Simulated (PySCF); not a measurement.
## LiSi: a base run and its variants

Base input, run as `OMP_NUM_THREADS=1 python input.py` with PySCF 2.14:

```python
from pyscf import gto, scf, mp

mol = gto.M(
    atom='Li 0 0 0; Si 0 0 2.4',
    basis='jorge-dzp-dkh',
    charge=0,
    spin=3,
    symmetry=True,
    verbose=4,
)
mf = scf.UHF(mol)
mf = mf.sfx2c1e()
mf.kernel()
mp.MP2(mf, frozen=5).kernel()
mf.dip_moment()
print('orbital energies (hartree):', [e[max(0, n-3):n+3].round(4) for e, n in zip(mf.mo_energy, mol.nelec)])
```

Base result: E(SCF) = -296.928172 Eh, 12 cycles, E(MP2) − E(SCF) = -0.06980 Eh, ⟨S²⟩ = 3.752, μz(SCF) = -6.42 D. The bond length is a typed value, not an optimised one. No search for the lowest solution was made.

It ran on Intel Xeon Platinum 8488C (1 thread, shared host) in 1.2 s, peak memory 0.13 GiB.

Each row names what differs from the base; energies in brackets are changes from the base.

| change | result |
| --- | --- |
| geometry: bond 2.4 → bond 2.328 | E(SCF) = -296.927633 Eh (+0.0147 eV), 12 cycles, E(MP2) − E(SCF) = -0.06983 Eh, ⟨S²⟩ = 3.752, μz(SCF) = -6.17 D |
| step after the SCF: mp2 → cisd | E(SCF) = -296.928172 Eh (+0.0000 eV), 12 cycles, E(CISD) − E(SCF) = -0.08665 Eh, ⟨S²⟩ = 3.752, μz(SCF) = -6.42 D |
| PCM solvent, dielectric constant: none → 78.36; step after the SCF: mp2 → analyze | E(SCF) = -296.951230 Eh (-0.6274 eV), 12 cycles, ⟨S²⟩ = 3.751, μz(SCF) = -8.46 D |
| basis set: jorge-dzp-dkh → sto-3g; spin-free X2C: on → off | E(SCF) = -292.852018 Eh, 11 cycles, E(MP2) − E(SCF) = -0.02593 Eh, ⟨S²⟩ = 3.756, μz(SCF) = -0.27 D |
| basis set: jorge-dzp-dkh → cc-pvdz-dk | E(SCF) = -296.930883 Eh (-0.0738 eV), 12 cycles, E(MP2) − E(SCF) = -0.06086 Eh, ⟨S²⟩ = 3.752, μz(SCF) = -6.42 D |
| basis set: jorge-dzp-dkh → def2-svp; spin-free X2C: on → off | E(SCF) = -296.224512 Eh, 11 cycles, E(MP2) − E(SCF) = -0.05725 Eh, ⟨S²⟩ = 3.752, μz(SCF) = -6.84 D |
| spin-free X2C: on → off [unsound on purpose] | E(SCF) = -296.245713 Eh, 12 cycles, E(MP2) − E(SCF) = -0.06979 Eh, ⟨S²⟩ = 3.752, μz(SCF) = -6.43 D |
| step after the SCF: mp2 → tda; number of roots: default → 4 | E(SCF) = -296.928172 Eh (+0.0000 eV), 12 cycles, ⟨S²⟩ = 3.752, μz(SCF) = -6.42 D, first excitations without spin–orbit coupling 2.53, 2.53, 3.31, 3.66 eV |
| geometry: bond 2.4 → bond 7.2 | E(SCF) = -296.882760 Eh (+1.2357 eV), E(MP2) − E(SCF) = -0.05388 Eh, ⟨S²⟩ = 3.761, μz(SCF) = -0.14 D |
| frozen orbitals: 5 → 6 | E(SCF) = -296.928172 Eh (+0.0000 eV), 12 cycles, E(MP2) − E(SCF) = -0.06134 Eh, ⟨S²⟩ = 3.752, μz(SCF) = -6.42 D |
| functional: none (Hartree–Fock) → olyp; SCF type: UHF → UKS; step after the SCF: mp2 → analyze | E(SCF) = -297.525303 Eh, 9 cycles, ⟨S²⟩ = 3.751, μz(SCF) = -5.32 D |
| basis set: jorge-dzp-dkh → ano-rcc-vdzp | E(SCF) = -296.936743 Eh (-0.2332 eV), 12 cycles, E(MP2) − E(SCF) = -0.07851 Eh, ⟨S²⟩ = 3.752, μz(SCF) = -6.59 D |
| initial guess: minao → random (no such guess here, so PySCF falls back to its default) | E(SCF) = -296.928172 Eh (+0.0000 eV), 12 cycles, E(MP2) − E(SCF) = -0.06980 Eh, ⟨S²⟩ = 3.752, μz(SCF) = -6.42 D |
| step after the SCF: mp2 → stability; point-group symmetry: on → off | E(SCF) = -296.928172 Eh (+0.0000 eV), 12 cycles, ⟨S²⟩ = 3.752, μz(SCF) = -6.42 D, internal stable; real -> complex stable; UHF/UKS -> GHF/GKS stable |
| geometry: bond 2.4 → bond 0 [unsound on purpose] | stops with AssertionError |
| density fitting: none → weigend [this fitting set is unfit for the basis or for exact exchange; a fit set errs by some meV] | E(SCF) = -295.094913 Eh (+49.8855 eV), 13 cycles, E(MP2) − E(SCF) = -0.06930 Eh, ⟨S²⟩ = 3.753, μz(SCF) = -6.26 D |
| basis set: jorge-dzp-dkh → 3-21g; spin-free X2C: on → off | E(SCF) = -294.775141 Eh, 11 cycles, E(MP2) − E(SCF) = -0.02160 Eh, ⟨S²⟩ = 3.752, μz(SCF) = -6.63 D |
| step after the SCF: mp2 → tda; number of roots: default → 3 | E(SCF) = -296.928172 Eh (+0.0000 eV), 12 cycles, ⟨S²⟩ = 3.752, μz(SCF) = -6.42 D, first excitations without spin–orbit coupling 2.53, 2.53, 3.31 eV |
| length unit: angstrom → bohr [unsound on purpose] | E(SCF) = -296.556408 Eh (+10.1162 eV), 12 cycles, E(MP2) − E(SCF) = -0.06719 Eh, ⟨S²⟩ = 3.752, μz(SCF) = -2.57 D |
| spin (2S): 3 → 5 [a high spin state] | E(SCF) = -296.754337 Eh (+4.7303 eV), 10 cycles, E(MP2) − E(SCF) = -0.02804 Eh, ⟨S²⟩ = 8.750, μz(SCF) = 5.35 D |

Task: Order these changes by how far they move the SCF energy from the base, largest first: (1) PCM solvent, dielectric constant: none → 78.36; step after the SCF: mp2 → analyze; (2) geometry: bond 2.4 → bond 2.328; (3) geometry: bond 2.4 → bond 7.2.

Result: (3) +1.2357 eV, (1) -0.6274 eV, (2) +0.0147 eV.
